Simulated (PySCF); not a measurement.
Gas-phase reaction: 3 SiH2Cl + 2 NH2 ⇌ H3SiSiCl3 + SiH2(NH2)2 + H

Method: PySCF energies (xtb for GFN2) plus ideal-gas RRHO corrections (1 bar). † marks an energy on the PBE0/def2-TZVP geometry and frequencies; other levels use their own. MP2 freezes the core. Open shells (unrestricted): SiH2Cl (multiplicity 2), NH2 (multiplicity 2), H (multiplicity 2); the rest are closed-shell singlets. GFN2 has no spin-polarisation term. B3LYP is the form with VWN-RPA correlation. SiH2Cl, H3SiSiCl3, SiH2(NH2)2: computed as isolated molecules; such fragments, hydroxides, amides, oligomers or adducts are transient or little studied in the gas. MP2 isn't extrapolated to the basis-set limit.

```tsv
level	ΔH°(298 K), kJ
B3LYP/def2-TZVP†	-751
GFN2-xTB	-891
MP2/def2-SVP†	(withheld)
MP2/def2-TZVPP†	-877
PBE/def2-SVP	-803
PBE0/def2-QZVP†	(withheld)
ωB97M-V/def2-TZVP†	(withheld)
```

Q: Fill in the missing entries.

A: 
- MP2/def2-SVP†, ΔH°(298 K), kJ: -829
- PBE0/def2-QZVP†, ΔH°(298 K), kJ: -790
- ωB97M-V/def2-TZVP†, ΔH°(298 K), kJ: -851
